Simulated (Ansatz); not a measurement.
**OH− (hydroxide) at r2SCAN/aug-cc-pVTZ**

What is the vertical ionisation energy of OH− (hydroxide) at r2SCAN/aug-cc-pVTZ? 

Program for the calculation: Ansatz 0.2.0.

### 1 The structure to begin with

OH− has 2 atoms, charge -1, and is taken as a singlet. SMILES: `[OH-]`. The shape is that of a PBE0-D4/def2-TZVPD optimisation.

Bond lengths: O1–H2 0.964 Å.

### 2 The energy at r2SCAN/aug-cc-pVTZ

Input file job.yaml:

```yaml
crystal:
  periodic: [false, false, false]
  atoms:
    - symbol: O
      position_ang: [0.411800, -0.131800, 0.212500]
    - symbol: H
      position_ang: [-0.411800, 0.131800, -0.212500]
basis:
  gaussian:
    orbitals: aug-cc-pVTZ
total_charge: -1
hamiltonian:
  xc: r2scan
accuracy: high
output: {orbitals: {seedname: orbitals}}
```

Started as:

```console
$ ansatz run job.yaml --threads 1 --pin off --max-ram 3480MiB --events-out events.jsonl --progress --plain --runs-dir runs
```

The log of the run:

```text
Warning: RAYON_NUM_THREADS=1 ignored (pool sized by the plan → 1); use --threads N
Functional definition: r2SCAN
  name "r2SCAN"
  parameter k0 = 0.174
  parameter k1 = 0.065
  parameter a1 = 4.9479
  exchange = r2scan_x(k0 = k0, k1 = k1, a1 = a1)
  correlation = r2scan_c
898 factors; integrals over basis functions are off by at most 3.4e-9 eV
mean field evaluation 1: about -2056.7163 eV, gradient 5.5e1 eV
mean field evaluation 2: about -2042.0725 eV, gradient 1.1e2 eV
mean field evaluation 4: about -2062.3282 eV, gradient 2.1e0 eV
mean field evaluation 8: about -2062.3364 eV, gradient 1.3e-1 eV
mean field evaluation 16: about -2062.3364 eV, gradient 4.9e-8 eV
mean field -2062.33644801 eV, -75.7894665625 hartree, gradient 5.0e-8 eV, S^2 0.000000; 0 other end points of the search recorded, 0 dependent functions left out
reference -2062.33644858 eV, -75.7894665835 hartree; 5, 5 occupied and 64, 64 virtual orbitals, 898 factors
Total energy: -2062.33644858 eV, -75.7894665835 hartree
```

Wall time 2.3 s (1 thread of Arm Neoverse V1, shared host); peak memory 0.12 GiB.

### 3 Doublet neutral OH at the same level

Input file molecule.yaml:

```yaml
crystal:
  periodic: [false, false, false]
  atoms:
    - {symbol: O, position_ang: [0.411800, -0.131800, 0.212500]}
    - {symbol: H, position_ang: [-0.411800, 0.131800, -0.212500]}
basis:
  gaussian: {orbitals: aug-cc-pVTZ}
total_charge: 0
magnetization: {spin_polarized: true, initial_magnetization: 1}
hamiltonian: {xc: r2scan}
accuracy: high
output: {orbitals: {seedname: orbitals}}
```

Started as:

```console
$ ansatz run molecule.yaml --threads 1 --pin off --max-ram 3480MiB --events-out events.jsonl --progress --plain --runs-dir runs
```

The log of the run:

```text
Warning: RAYON_NUM_THREADS=1 ignored (pool sized by the plan → 1); use --threads N
Functional definition: r2SCAN
  name "r2SCAN"
  parameter k0 = 0.174
  parameter k1 = 0.065
  parameter a1 = 4.9479
  exchange = r2scan_x(k0 = k0, k1 = k1, a1 = a1)
  correlation = r2scan_c
898 factors; integrals over basis functions are off by at most 3.4e-9 eV
mean field evaluation 1: about -2059.1948 eV, gradient 2.2e1 eV
mean field evaluation 2: about -2057.6101 eV, gradient 3.0e1 eV
mean field evaluation 4: about -2060.6965 eV, gradient 3.1e-1 eV
mean field evaluation 8: about -2060.6989 eV, gradient 6.6e-3 eV
mean field evaluation 16: about -2060.6989 eV, gradient 4.5e-7 eV
mean field -2060.69885732 eV, -75.7292862148 hartree, gradient 7.8e-8 eV, S^2 0.753943; 0 other end points of the search recorded, 0 dependent functions left out
reference -2060.69886158 eV, -75.7292863713 hartree; 5, 4 occupied and 64, 65 virtual orbitals, 898 factors
Total energy: -2060.69886158 eV, -75.7292863713 hartree
```

Wall time 3.3 s (1 thread of Arm Neoverse V1, shared host); peak memory 0.16 GiB.

### 4 Results

Level: r2SCAN/aug-cc-pVTZ.

```
                                                          quantity         value
                                         singlet OH−: total energy  -75.78947 Eh
                                          singlet OH−: HOMO energy       2.02 eV
                                          singlet OH−: LUMO energy       4.11 eV
singlet OH−: HOMO–LUMO gap (to an unbound level, set by the basis)       2.09 eV
                                  doublet neutral OH: total energy  -75.72929 Eh
            doublet neutral OH: HOMO energy (highest over α and β)      -7.75 eV
             doublet neutral OH: LUMO energy (lowest over α and β)      -5.41 eV
                                          doublet neutral OH: ⟨S²⟩         0.754
               vertical detachment energy (to the doublet neutral)      1.638 eV
```

What this shows: Removing an electron at fixed nuclei costs 1.64 eV (158 kJ/mol). −ε(HOMO) before ionisation, -2.02 eV, is 3.66 eV below this ionisation energy. The HOMO (singlet OH−) lies at positive energy, 2.02 eV, as semi-local functionals often give for anions; only total energies tell whether the electron is bound.
